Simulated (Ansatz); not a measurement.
Molecule: SiH₂, net charge -1, doublet state. 
Structure (B3LYP-D3(BJ)/def2-TZVP (Ansatz, an electronic-structure program) minimum search):
```xyz
3

Si     0.1348    -0.0018     0.0000
H     -0.9588    -1.1035     0.0104
H     -0.9286     1.1291    -0.0104
```
Charge -1, spin multiplicity 2.

Basis-set convergence of Hartree-Fock and CCSD(T) correlation energies (hartree) with Ansatz. Correlated levels leave the core frozen unless marked. UHF or UKS for open shells. Spin-orbit coupling is left out. Non-relativistic.

| basis | functions | E(HF) | E(corr, CCSD(T)) |
|---|---|---|---|
| aug-cc-pV(D+d)Z | 50 | -290.04415 | -0.13888 |
| aug-cc-pV(T+d)Z | 101 | -290.05351 | -0.15893 |
| aug-cc-pV(Q+d)Z | 181 | -290.05615 | -0.16417 |

Extrapolating the two largest sets (X = 3 and 4) as X^-3: E(corr) = (64·(-0.16417) - 27·(-0.15893))/37 = -0.1680 Eh, an estimate of the basis-set limit. The largest set recovers 97.7 % of it, the smallest 82.7 %.
